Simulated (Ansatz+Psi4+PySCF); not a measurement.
Values are calculated unless marked as measured or tabulated.
## Ansatz (development build ahead of 0.2.0) run

```yaml
crystal:
  periodic: [false, false, false]
  atoms:
    - { symbol: C, position_ang: [0.0, 0.0, 0.16007] }
    - { symbol: H, position_ang: [0.0, 0.0, -0.96045] }
basis:
  gaussian: { orbitals: aug-cc-pVTZ }
total_charge: -1
hamiltonian:
  xc: hf
correlation:
  method: mp2
  frozen_orbitals: { C: 1, H: 0 }
scf:
  omitted_lower_state_checks: [stability, starts, atomic_configurations, cluster_reference, orbital_swaps, given_window_search, neighbouring_geometries, increment]
```

The input is written out in the form of the current development build from the run's settings.

Output:

```yaml
Converged: yes
Reference_energy: -38.23166 hartree
Correlation_energy: -0.15299 hartree
Total_energy: -38.38466 hartree
Spin_squared_of_the_determinant: 0.000
Occupied_orbitals_by_symmetry_in_an_Abelian_subgroup_alpha;_beta: 3 A1 1 B1; 3 A1 1 B1
```

Caution: another spin multiplicity may lie lower; unrestricted orbitals would lower the determinant.
